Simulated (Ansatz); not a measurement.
**Relaxing Pt2F**

Theory: Ansatz 0.2.0, DFT PBE, scalar-relativistic, plane waves, PAW. Cutoff 420 eV, Γ-centred k mesh, Gaussian smearing, no spin polarisation in the final step.

Pt2F was placed on the 3R molybdenite structure type (R3m, No. 160), with F in place of Mo, Pt in place of S, at a guessed volume.

```xyz
3
Lattice="1.4189 0.8192 5.4937 -1.4189 0.8192 5.4937 0.0000 -1.6384 5.4937" Properties=species:S:1:pos:R:3 pbc="T T T"
Pt    0.0000    0.0000   12.3344
Pt    0.0000    0.0000    9.6398
F     0.0000    0.0000    0.0000
```

Cell and atoms relax at zero pressure; the relaxation can't lower the symmetry of the start. After a coarse first stage the cell is made exact in the group found at 0.06 Å.

Energies over the elements count from the elements' standard structures at the same level (F₂ as a molecule), with no empirical corrections.

(1) Describe the relaxed structure.

(2) What are its volume, energy, density and gap?

Answers

(1) It keeps R3m (No. 160). The result has the 3R molybdenite structure. Conventional cell: a = 2.756 Å, c = 19.153 Å. Pt on Wyckoff site a (1 atom of the primitive cell) is coordinated by 3 F at 2.56 Å and 9 Pt at 2.76–2.80 Å; around Pt on Wyckoff site a (1 atom of the primitive cell) lie 3 F at 2.62 Å and 9 Pt at 2.76–2.80 Å; F is coordinated by 6 Pt at 2.56–2.62 Å and 6 F at 2.76 Å.

```cif
data_structure
_symmetry_space_group_name_H-M 'R3m:H'
_symmetry_Int_Tables_number 160
_cell_length_a 2.7560
_cell_length_b 2.7560
_cell_length_c 19.1526
_cell_angle_alpha 90.000
_cell_angle_beta 90.000
_cell_angle_gamma 120.000
_cell_volume 125.98
loop_
_atom_site_label
_atom_site_type_symbol
_atom_site_symmetry_multiplicity
_atom_site_Wyckoff_symbol
_atom_site_fract_x
_atom_site_fract_y
_atom_site_fract_z
_atom_site_occupancy
Pt1 Pt 3 a 0.00000 0.00000 0.22740 1
Pt2 Pt 3 a 0.33333 0.66667 0.10719 1
F1 F 3 a 0.66667 0.33333 0.33211 1
```

(2) The volume per atom is 14.00 Å³. The density is 16.18 g/cm³, the energy over the elements is -0.02 eV/atom and the gap on the 18×18×18 mesh is 0 eV (a metal).

The final run used a 18×18×18 mesh on its 3-atom cell and 0.10 eV smearing. The k mesh leaves about 4 meV/atom of noise in metals. Spin–orbit coupling is left out. A structure relaxed within its symmetry needn't be a true minimum. The steps took of the order of 6 core-minutes in all.